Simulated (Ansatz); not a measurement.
We consider rock-salt TiN, described by PBE0 in Ansatz (PAW).

Input file:

Ansatz 0.2 input:
```yaml
crystal:
  lattice:
    - [0.0, 2.1029518174, 2.1029518174]
    - [2.1029518174, 0.0, 2.1029518174]
    - [2.1029518174, 2.1029518174, 0.0]
  atoms:
    - { symbol: Ti, position: [0.0, 0.0, 0.0] }
    - { symbol: N, position: [0.5, 0.5, 0.5] }
basis:
  ecutwfc: 460
  ecutrho_ratio: 4
  xc_grid: 2
kpoints:
  mp_grid: { grid: [12, 12, 12] }
hamiltonian:
  xc: pbe0
  dispersion: none
  pseudopotentials: { kind: paw }
scf:
  occupations: { method: fermi_dirac, width: 0.05 }
  convergence: { dr2_threshold: 0.0000000002 }
output:
  forces: true
  stress: true
  eigenvalues: true
```

The run printed, among other lines:

```
WARN output.stress: scf.exx.energy_threshold = 1e-6 eV is looser than the 2e-8 eV advised for a stress under a hybrid functional (1e-8 eV for each atom of the …
Crystal: 2 atoms, lattice volume = 18.600 Å³
Basis set: ecut = 460 eV, 411 PW (Γ), exchange–correlation on 48×48×48 points (8 copies of the dense FFT grid, shifted against one another)
Bands: 13, of which v1, the nominal top of the filled ones, is band 9 counted from 1 (8 counted from 0)
Symmetry: 48 space group operations
Space group: Fm-3m (ITA 225), of the structure as read, at distance tolerance 2.6e-5 Å
k-points: 72 of 1728
Functional: x = pbe(κ = 0.804, μ = 0.2195149727645171), c = pbe(β = 0.06672455060314922), warm-up for x = 0.75 pbe(κ = 0.804, μ = 0.2195149727645171) + 0.25 exact, c = pbe(β = 0.06672455060314922)
SCF iter   1: F=—  HF=-2887.105577 eV  |F-HF|=—  |Δ(HF+E_count)|=         —  Δρ=1.21e-3  dr2=4.02e-5
SCF iter   2: F=—  HF=-2887.106002 eV  |F-HF|=—  |Δ(HF+E_count)|=   4.25e-4  Δρ=6.99e-4  dr2=2.27e-5
  ...
SCF 1 converged in 6 iterations: F = -2887.106063 eV  dr2 = 2.29e-11
Crystal: 2 atoms, lattice volume = 18.600 Å³
Initial density: handed on by an earlier stage of this run
Functional: x = 0.75 pbe(κ = 0.804, μ = 0.2195149727645171) + 0.25 exact, c = pbe(β = 0.06672455060314922)
  ...
Crystal: 2 atoms, lattice volume = 18.600 Å³
SCF 3 converged in 6 iterations: F = -2886.747442 eV  dr2 = 1.58e-10
Crystal: 2 atoms, lattice volume = 18.600 Å³
Crystal: 2 atoms, lattice volume = 18.600 Å³
SCF 5 converged in 9 iterations: F = -2886.748322 eV  dr2 = 3.10e-11
Crystal: 2 atoms, lattice volume = 18.600 Å³
SCF 6 converged in 4 iterations: F = -2886.748323 eV  dr2 = 1.40e-12
Crystal: 2 atoms, lattice volume = 18.600 Å³
Crystal: 2 atoms, lattice volume = 18.600 Å³
SCF 8 converged in 3 iterations: F = -2886.748323 eV  dr2 = 8.93e-11
Crystal: 2 atoms, lattice volume = 18.600 Å³
Crystal: 2 atoms, lattice volume = 18.600 Å³
Crystal: 2 atoms, lattice volume = 18.600 Å³
SCF 11 converged in 4 iterations: F = -2886.748323 eV  dr2 = 1.10e-10
Crystal: 2 atoms, lattice volume = 18.600 Å³
SCF iter   1: F=—  HF=-2886.748323 eV  |F-HF|=—  |Δ(HF+E_count)|=         —  Δρ=9.36e-7  dr2=1.62e-10
SCF iter   2: F=-2886.748323 eV  HF=-2886.748323 eV  |F-HF|=7.46e-11  |Δ(HF+E_count)|=  2.14e-11  Δρ=6.21e-7  dr2=8.98e-11
SCF 12 converged in 2 iterations: F = -2886.748323 eV  dr2 = 8.98e-11
Free energy (F): -2886.748323 eV
Internal energy: -2886.746713 eV  (E = F + TS)
E sigma→0 (E₀):  -2886.747518 eV
Fermi energy:    17.947573 eV
--- Forces (eV/Å), atoms counted from 1 ---
  atom   1  Ti    -0.00000000     0.00000000     0.00000000
  atom   2  N      0.00000000    -0.00000000    -0.00000000
--- Stress (GPa, compression-positive) ---
       -0.000555      -0.000000       0.000000
       -0.000000      -0.000555       0.000000
        0.000000       0.000000      -0.000555
  P = ⅓ Tr σ = -0.0006 GPa (-0.006 kbar)
```

The PAW data were made under PBE.

Note: the run has no spin polarisation, so it can have missed a magnetic state. Note: the run warned that the count of filled bands differs between k points.

Ansatz is a first-principles code.
